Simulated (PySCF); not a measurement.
**BNH4 (SMILES BN), step by step**

Aim: a transition-state search (HF-D3(0)/ma-def2-TZVP), then the energy, then a single-point energy (MP2/cc-pV(T+d)Z) of BNH4. 

Program for the calculation: PySCF 2.14.0.

## (1) The molecule

BNH4 has 6 atoms, charge 0, and is taken as a singlet. SMILES: `BN`. The run starts from this shape.

Bond lengths: B1–N2 1.385 Å, B1–H3 1.197 Å, N2–H5 1.006 Å, N2–H6 1.006 Å. Angles: B1–N2–H5 123.2°, B1–N2–H6 123.2°, N2–B1–H3 119.0°, H5–N2–H6 113.5°. A long bond or contact: B1–H4 1.436 Å.

## (2) A transition-state search at HF-D3(0)/ma-def2-TZVP (run 1)

The input, run.py:

```python
# BN
from pyscf import gto
from pyscf.geomopt.geometric_solver import kernel as optimise

mol = gto.M(
    atom='''
B   -0.128200  -0.679600  -0.025600
N    0.146100   0.677400   0.010800
H    0.225800  -1.368000   0.887500
H   -0.554662   0.142763  -1.123424
H   -0.121600   1.313700  -0.720800
H    0.632000   1.121400   0.771300
''',
    verbose=3,
    max_memory=1860,
    basis='ma-def2-tzvp',
    spin=0,
)

mf = mol.RHF()
mf.disp = 'd3zero'
converged, mol_eq = optimise(mf, maxsteps=60, transition=True, hessian=True)
print('converged:', converged)
print(mol_eq.tostring())

mf.reset(mol_eq)
mol = mol_eq
mf.kernel()
e_final = mf.e_tot
print('Final energy', e_final)
```

On the command line:

```console
OMP_NUM_THREADS=1 python run.py
```

Standard output:

```text
converged SCF energy = -81.3594667711102

WARN: DFTD3 does not support analytical Hessian, using finite difference

WARN: Mole.unit (angstrom) is changed to Bohr

maxiter                   60
transition                True
----------------------------------------------------------
 Transition state optimization requested.
Custom engine selected.
Requested bond order-based connectivity but it is not available in the current engine
Bonds will be generated from interatomic distances less than 1.20 times sum of covalent radii
Creating artificial bond to isolated atom: 4-5
18 internal coordinates being used (instead of 18 Cartesians)
Internal coordinate system (atoms numbered from 1):
Distance 1-2
Distance 1-3
Distance 2-5
Distance 2-6
Distance 4-5
Angle 2-1-3
Angle 1-2-6
Angle 5-2-6
Angle 2-5-4
Out-of-Plane 2-1-5-6
Dihedral 3-1-2-5
Dihedral 3-1-2-6
Dihedral 1-2-5-4
Dihedral 6-2-5-4
Translation-X 1-6
Translation-Y 1-6
Translation-Z 1-6
Rotation-A 1-6
Rotation-B 1-6
Rotation-C 1-6
> ===== Optimization Info: ====
> Job type: Transition state optimization
> Maximum number of optimization cycles: 60
> Initial / maximum trust radius (Angstrom): 0.010 / 0.030
> Convergence Criteria:
> Will converge when all 5 criteria are reached:
>  |Delta-E| < 1.00e-06
>  RMS-Grad  < 3.00e-04
>  Max-Grad  < 4.50e-04
>  RMS-Disp  < 1.20e-03
>  Max-Disp  < 1.80e-03
> === End Optimization Info ===

Geometry optimization cycle 1
Cartesian coordinates (Angstrom)
 Atom        New coordinates             dX        dY        dZ
   B  -0.128200  -0.679600  -0.025600    0.000000  0.000000  0.000000
   N   0.146100   0.677400   0.010800    0.000000  0.000000  0.000000
   H   0.225800  -1.368000   0.887500    0.000000  0.000000 -0.000000
   H  -0.554662   0.142763  -1.123424    0.000000  0.000000  0.000000
   H  -0.121600   1.313700  -0.720800    0.000000  0.000000  0.000000
   H   0.632000   1.121400   0.771300    0.000000  0.000000  0.000000

WARN: Mole.unit (angstrom) is changed to Bohr

converged SCF energy = -81.3594667711118
--------------- RHF_Scanner gradients ---------------
         x                y                z
0 B     0.0199650277    -0.0675150803     0.0617140972
1 N    -0.0500815827    -0.0587097216    -0.0737961341
2 H     0.0096579993     0.0082998623     0.0152932292
3 H     0.0400727745     0.1387673815     0.0264435833
4 H    -0.0165668288    -0.0106468491    -0.0275224317
5 H    -0.0030473901    -0.0101955928    -0.0021323439
----------------------------------------------
cycle 1: E = -81.3594667711  dE = -81.3595  norm(grad) = 0.208295
>> Using Hessian data provided via params...
>> Initial Cartesian Hessian Eigenvalues
Hessian Eigenvalues:  -5.223e-02 -1.380e-02 -6.124e-09 -9.536e-10  4.945e-09  7.395e-03  2.095e-02
 2.437e-02  5.504e-02  5.694e-02  1.124e-01  1.450e-01    .....    5.787e-01  1.190e+00  1.259e+00

== Summary of harmonic free energy analysis ==
Note: Rotational symmetry is set to 1 regardless of true symmetry
1 Imaginary Frequencies (cm^-1): 325.908i
Note: Free energy does not include contribution from imaginary mode(s)

Free energy contributions calculated at @ 300.00 K:
Zero-point vibrational energy:                                   28.0760 kcal/mol
H   (Trans + Rot + Vib = Tot):   1.4904 +   0.8942 +   0.2615 =   2.6462 kcal/mol
S   (Trans + Rot + Vib = Tot):  36.0698 +  18.7625 +   1.1481 =  55.9804 cal/mol/K
TS  (Trans + Rot + Vib = Tot):  10.8209 +   5.6287 +   0.3444 =  16.7941 kcal/mol

Ground State Electronic Energy    : E0                        =   -81.35946677 au (    -51053.8362 kcal/mol)
Free Energy Correction (Harmonic) : ZPVE + [H-TS]_T,R,V       =     0.02219573 au (        13.9280 kcal/mol)
Gibbs Free Energy (Harmonic)      : E0 + ZPVE + [H-TS]_T,R,V  =   -81.33727104 au (    -51039.9082 kcal/mol)

Step    0 : Gradient = 8.504e-02/1.468e-01 (rms/max) Energy = -81.3594667711
Hessian Eigenvalues:  -1.210e-01 -1.776e-07 -6.486e-08 -6.271e-08 -2.520e-08 -7.695e-09  2.276e-08
 2.849e-02  3.983e-02  1.035e-01  1.364e-01  1.418e-01    .....    4.726e-01  4.805e-01  1.306e+00

Geometry optimization cycle 2
Cartesian coordinates (Angstrom)
 Atom        New coordinates             dX        dY        dZ
   B  -0.129720  -0.672992  -0.030806   -0.001520  0.006608 -0.005206
   N   0.148561   0.682073   0.013858    0.002461  0.004673  0.003058
   H   0.220467  -1.369000   0.877764   -0.005333 -0.001000 -0.009736
   H  -0.551249   0.129978  -1.112457    0.003413 -0.012785  0.010967
   H  -0.123013   1.309685  -0.722061   -0.001413 -0.004015 -0.001261
   H   0.634393   1.127919   0.773477    0.002393  0.006519  0.002177
converged SCF energy = -81.3649982366897
--------------- RHF_Scanner gradients ---------------
         x                y                z
0 B     0.0187443531    -0.0662945506     0.0589755585
1 N    -0.0498374311    -0.0584386510    -0.0734263108
2 H     0.0096593829     0.0082793110     0.0153029806
3 H     0.0408462228     0.1388531501     0.0278776438
4 H    -0.0167839353    -0.0125962827    -0.0272444350
5 H    -0.0026285924    -0.0098029768    -0.0014854372
----------------------------------------------
cycle 2: E = -81.3649982367  dE = -0.00553147  norm(grad) = 0.207182
Step    1 : Displace = 1.002e-02/1.719e-02 (rms/max) Trust = 1.000e-02 (=) Grad = 8.458e-02/1.474e-01 (rms/max) E (change) = -81.3649982367 (-5.531e-03) Quality = 0.999
Hessian Eigenvalues:  -1.210e-01 -1.776e-07 -6.462e-08 -6.271e-08 -2.520e-08 -7.695e-09  2.276e-08
 2.849e-02  4.157e-02  1.028e-01  1.364e-01  1.417e-01    .....    4.726e-01  4.803e-01  1.400e+00

[... 9 lines left out ...]
converged SCF energy = -81.3726398409793
[... 23 lines left out ...]
converged SCF energy = -81.3829427986385
[... 23 lines left out ...]
converged SCF energy = -81.396169192905
[... 23 lines left out ...]
converged SCF energy = -81.409199193922
[... 23 lines left out ...]
converged SCF energy = -81.4241703495697
[... 23 lines left out ...]
converged SCF energy = -81.4373891233372
[... 23 lines left out ...]
converged SCF energy = -81.4454809684238
[... 23 lines left out ...]
converged SCF energy = -81.4441128721014
[... 23 lines left out ...]
converged SCF energy = -81.4341352689351
[... 23 lines left out ...]
converged SCF energy = -81.4426188081307
[... 23 lines left out ...]
converged SCF energy = -81.4544619425542
[... 23 lines left out ...]
converged SCF energy = -81.4604539188544
[... 23 lines left out ...]
converged SCF energy = -81.45864926859
[... 23 lines left out ...]
converged SCF energy = -81.4578335248235
[... 24 lines left out ...]
converged SCF energy = -81.4585229326496
[... 24 lines left out ...]
converged SCF energy = -81.4586479184766
[... 24 lines left out ...]
converged SCF energy = -81.4586631197227
[... 23 lines left out ...]
converged SCF energy = -81.4592529806358
[... 23 lines left out ...]
converged SCF energy = -81.4596205484767
[... 23 lines left out ...]
converged SCF energy = -81.4593749011707
[... 23 lines left out ...]
converged SCF energy = -81.4586691775926
[... 23 lines left out ...]
converged SCF energy = -81.4575870123424
[... 23 lines left out ...]
converged SCF energy = -81.4617398682228
[... 23 lines left out ...]
converged SCF energy = -81.467323917574
[... 23 lines left out ...]
converged SCF energy = -81.47502130377
[... 23 lines left out ...]
converged SCF energy = -81.4853868250276
[... 23 lines left out ...]
converged SCF energy = -81.49384324543
[... 23 lines left out ...]
converged SCF energy = -81.5006904971827
[... 23 lines left out ...]
converged SCF energy = -81.5064184787581
[... 23 lines left out ...]
converged SCF energy = -81.5111210397233
[... 23 lines left out ...]
converged SCF energy = -81.5061587845129
[... 23 lines left out ...]
converged SCF energy = -81.5115011171323
[... 23 lines left out ...]
converged SCF energy = -81.5157741651353
[... 23 lines left out ...]
converged SCF energy = -81.5191013975517
[... 23 lines left out ...]
converged SCF energy = -81.51964080792
[... 24 lines left out ...]
converged SCF energy = -81.5200389050799
[... 23 lines left out ...]
converged SCF energy = -81.519683403428
[... 23 lines left out ...]
converged SCF energy = -81.5191640719438
[... 23 lines left out ...]
converged SCF energy = -81.5201873523489
[... 23 lines left out ...]
converged SCF energy = -81.520993015733
[... 23 lines left out ...]
converged SCF energy = -81.5208717573209
[... 23 lines left out ...]
converged SCF energy = -81.521840367403
[... 23 lines left out ...]
converged SCF energy = -81.5215516642263
[... 24 lines left out ...]
converged SCF energy = -81.5217973323738
[... 23 lines left out ...]
converged SCF energy = -81.5215207950779
[... 23 lines left out ...]
converged SCF energy = -81.5208697273704
[... 23 lines left out ...]
converged SCF energy = -81.5217104906937
[... 23 lines left out ...]
converged SCF energy = -81.5234739745704
[... 23 lines left out ...]
converged SCF energy = -81.5253450389362
[... 23 lines left out ...]
converged SCF energy = -81.5273901997125
[... 23 lines left out ...]
converged SCF energy = -81.5279921124388
[... 23 lines left out ...]
converged SCF energy = -81.5285127569903
[... 23 lines left out ...]
converged SCF energy = -81.5290266904422
[... 23 lines left out ...]
converged SCF energy = -81.5292138518154
[... 23 lines left out ...]
converged SCF energy = -81.5292572767858
--------------- RHF_Scanner gradients ---------------
         x                y                z
0 B     0.0003789088    -0.0002157189     0.0012169318
1 N    -0.0019419717    -0.0018075323    -0.0002017041
2 H     0.0002075733     0.0004272947     0.0001046986
3 H    -0.0004690669     0.0011290954    -0.0008774152
4 H     0.0009747714     0.0000130299    -0.0000791088
5 H     0.0008497852     0.0004538312    -0.0001634023
----------------------------------------------
cycle 57: E = -81.5292572768  dE = -4.3425e-05  norm(grad) = 0.00362807
Step   56 : Displace = 7.713e-03/1.082e-02 (rms/max) Trust = 2.997e-02 (=) Grad = 1.481e-03/2.661e-03 (rms/max) E (change) = -81.5292572768 (-4.342e-05) Quality = 0.618
Hessian Eigenvalues:  -5.776e-01 -2.456e-04 -1.145e-07 -2.537e-08 -8.977e-09  2.255e-08  1.299e-02
 4.953e-02  1.135e-01  1.506e-01  1.868e-01  2.362e-01    .....    5.035e-01  1.796e+00  8.400e+00

Geometry optimization cycle 58
Cartesian coordinates (Angstrom)
 Atom        New coordinates             dX        dY        dZ
   B   0.319639  -0.389736   0.082952    0.001635  0.002502 -0.000780
   N  -0.311521   0.829377  -0.109886   -0.000752  0.001256  0.000285
   H   0.869115  -0.615058   1.117088    0.000593 -0.002104 -0.001381
   H   0.294216  -1.193034  -0.797332    0.000546 -0.000814  0.003485
   H  -0.748066   1.075533  -0.966040    0.000828 -0.002196 -0.001543
   H  -0.301406   1.560159   0.561588   -0.002832  0.001342 -0.000092
converged SCF energy = -81.5292641201299
--------------- RHF_Scanner gradients ---------------
         x                y                z
0 B     0.0006233056     0.0004062702     0.0003366642
1 N    -0.0021792017    -0.0013013243     0.0002974998
2 H     0.0000708088    -0.0000318895    -0.0000701098
3 H    -0.0004757740     0.0010194297    -0.0001501032
4 H     0.0011109263    -0.0003565807    -0.0002666446
5 H     0.0008499349     0.0002640946    -0.0001473063
----------------------------------------------
cycle 58: E = -81.5292641201  dE = -6.84334e-06  norm(grad) = 0.00327767
Step   57 : Displace = 2.661e-03/3.762e-03 (rms/max) Trust = 2.997e-02 (=) Grad = 1.338e-03/2.556e-03 (rms/max) E (change) = -81.5292641201 (-6.843e-06) Quality = 0.929
Hessian Eigenvalues:  -5.776e-01 -3.888e-04 -1.117e-06 -2.543e-08 -1.341e-08  2.251e-08  1.270e-02
 4.417e-02  1.200e-01  1.661e-01  2.214e-01  2.396e-01    .....    5.046e-01  1.804e+00  8.366e+00

Geometry optimization cycle 59
Cartesian coordinates (Angstrom)
 Atom        New coordinates             dX        dY        dZ
   B   0.320372  -0.390392   0.081199    0.000733 -0.000656 -0.001753
   N  -0.310788   0.829083  -0.109449    0.000733 -0.000294  0.000438
   H   0.865720  -0.619202   1.116773   -0.003394 -0.004144 -0.000315
   H   0.299053  -1.190032  -0.802678    0.004837  0.003001 -0.005346
   H  -0.745403   1.077741  -0.965828    0.002663  0.002208  0.000213
   H  -0.303833   1.557469   0.564676   -0.002426 -0.002690  0.003088
converged SCF energy = -81.5292661360374
--------------- RHF_Scanner gradients ---------------
         x                y                z
0 B     0.0006281735     0.0003742275     0.0003890887
1 N    -0.0021386464    -0.0013059400     0.0002505170
2 H     0.0000498474    -0.0000142942    -0.0000390202
3 H    -0.0004690761     0.0010134422    -0.0002228190
4 H     0.0010794539    -0.0003619214    -0.0002141452
5 H     0.0008502476     0.0002944859    -0.0001636213
----------------------------------------------
cycle 59: E = -81.529266136  dE = -2.01591e-06  norm(grad) = 0.00324153
Step   58 : Displace = 5.176e-04/7.778e-04 (rms/max) Trust = 3.000e-02 (+) Grad = 1.323e-03/2.518e-03 (rms/max) E (change) = -81.5292661360 (-2.016e-06) Quality = 0.171
Hessian Eigenvalues:  -5.776e-01 -4.288e-04 -2.543e-08 -1.365e-08  2.250e-08  3.948e-04  1.260e-02
 4.377e-02  1.200e-01  1.659e-01  2.208e-01  2.396e-01    .....    5.046e-01  1.794e+00  8.357e+00

Geometry optimization cycle 60
Cartesian coordinates (Angstrom)
 Atom        New coordinates             dX        dY        dZ
   B   0.320513  -0.390641   0.080510    0.000141 -0.000249 -0.000689
   N  -0.310348   0.829150  -0.109327    0.000440  0.000067  0.000122
   H   0.864333  -0.620778   1.116601   -0.001387 -0.001576 -0.000173
   H   0.300662  -1.189220  -0.804329    0.001608  0.000812 -0.001652
   H  -0.744538   1.078656  -0.965711    0.000866  0.000915  0.000116
   H  -0.304463   1.556650   0.565740   -0.000630 -0.000820  0.001064
converged SCF energy = -81.5292684605517
--------------- RHF_Scanner gradients ---------------
         x                y                z
0 B     0.0006156579     0.0003384589     0.0003479348
1 N    -0.0020973438    -0.0012623417     0.0003063064
2 H     0.0000385298    -0.0000167483    -0.0000350943
3 H    -0.0004454931     0.0010058930    -0.0002072879
4 H     0.0010442242    -0.0003617865    -0.0002286992
5 H     0.0008444250     0.0002965245    -0.0001831598
----------------------------------------------
cycle 60: E = -81.5292684606  dE = -2.32451e-06  norm(grad) = 0.00317257
Step   59 : Displace = 2.698e-04/4.089e-04 (rms/max) Trust = 2.588e-04 (-) Grad = 1.295e-03/2.467e-03 (rms/max) E (change) = -81.5292684606 (-2.325e-06) Quality = 0.459
Hessian Eigenvalues:  -5.772e-01 -3.823e-04 -2.543e-08 -1.364e-08  2.251e-08  1.922e-03  1.260e-02
 4.353e-02  1.196e-01  1.650e-01  2.189e-01  2.398e-01    .....    5.046e-01  1.726e+00  8.285e+00

Geometry optimization cycle 61
Cartesian coordinates (Angstrom)
 Atom        New coordinates             dX        dY        dZ
   B   0.320424  -0.390625   0.080331   -0.000088  0.000016 -0.000179
   N  -0.310243   0.829302  -0.109260    0.000105  0.000151  0.000067
   H   0.864141  -0.621014   1.116427   -0.000192 -0.000236 -0.000173
   H   0.300827  -1.189365  -0.804319    0.000166 -0.000145  0.000010
   H  -0.744450   1.078741  -0.965641    0.000088  0.000086  0.000070
   H  -0.304473   1.556722   0.565867   -0.000010  0.000072  0.000127
converged SCF energy = -81.5292697173775
--------------- RHF_Scanner gradients ---------------
         x                y                z
0 B     0.0005745134     0.0003459732     0.0002632903
1 N    -0.0020846259    -0.0012064673     0.0003641804
2 H     0.0000368932    -0.0000267701    -0.0000428483
3 H    -0.0004170181     0.0009827646    -0.0001682758
4 H     0.0010538426    -0.0003898871    -0.0002208573
5 H     0.0008363948     0.0002943867    -0.0001954894
----------------------------------------------
cycle 61: E = -81.5292697174  dE = -1.25683e-06  norm(grad) = 0.00312421
Step   60 : Displace = 1.767e-04/2.844e-04 (rms/max) Trust = 1.294e-04 (-) Grad = 1.276e-03/2.436e-03 (rms/max) E (change) = -81.5292697174 (-1.257e-06) Quality = 0.624
Hessian Eigenvalues:  -5.772e-01 -3.823e-04 -2.543e-08 -1.364e-08  2.251e-08  1.922e-03  1.260e-02
 4.353e-02  1.196e-01  1.650e-01  2.189e-01  2.398e-01    .....    5.046e-01  1.726e+00  8.285e+00
Maximum iterations reached (60); increase --maxiter for more
Geometry optimization failed to converge in 60 iterations
converged: False
B           0.32042424       -0.39062526        0.08033119
N          -0.31024323        0.82930178       -0.10926012
H           0.86414111       -0.62101391        1.11642733
H           0.30082747       -1.18936476       -0.80431940
H          -0.74444960        1.07874145       -0.96564072
H          -0.30447315        1.55672152        0.56586725
converged SCF energy = -81.5292697173964
Final energy -81.5292697173964
```

Run time: 15 min. Hardware: 1 thread of Intel Xeon at 2.50GHz (Skylake/Cascade Lake), shared host; peak memory 0.22 GiB.

The run stopped without converging.

## (3) The energy at HF-D3(0)/ma-def2-TZVP (run 4)

The input, calc.py:

```python
# BN
from pyscf import gto

mol = gto.M(
    atom='''
B   -0.128200  -0.679600  -0.025600
N    0.146100   0.677400   0.010800
H    0.225800  -1.368000   0.887500
H   -0.712000  -1.128700  -0.969200
H   -0.121600   1.313700  -0.720800
H    0.632000   1.121400   0.771300
''',
    verbose=3,
    basis='ma-def2-tzvp',
    charge=0,
    max_memory=1860,
)

calc0 = mol.RHF()
calc0.disp = 'd3zero'
calc0.kernel()

etot = calc0.e_tot
print(f'total energy: {etot:.8f} hartree')
```

On the command line:

```console
OMP_NUM_THREADS=1 python calc.py
```

Standard output:

```text
converged SCF energy = -81.5289843149979
total energy: -81.52898431 hartree
```

It took 4.8 s on 1 thread of Intel Xeon at 2.50GHz (Skylake/Cascade Lake), shared host; peak memory 0.2 GiB.

(Part 1 of 2 ends here.)
